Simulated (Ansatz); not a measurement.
C$_{3}$H$_{3}$F (`FC1C=C1`), charge 0, multiplicity 1.

Task: Give a relaxed structure at PBE0-D4/def2-TZVP (the Gaussian-basis code of Ansatz). (Best estimate.)

Result: The calculation gave: 
Cartesian coordinates in Å:
```
F -0.2498 -0.1808 -1.7938
C -0.5334 0.0338 -0.4532
C 0.2847 -0.6443 0.5466
C 0.4997 0.6280 0.3884
H -1.5990 0.2257 -0.3578
H 0.5381 -1.5749 1.0269
H 1.0598 1.5125 0.6430
```
Point group Cs.
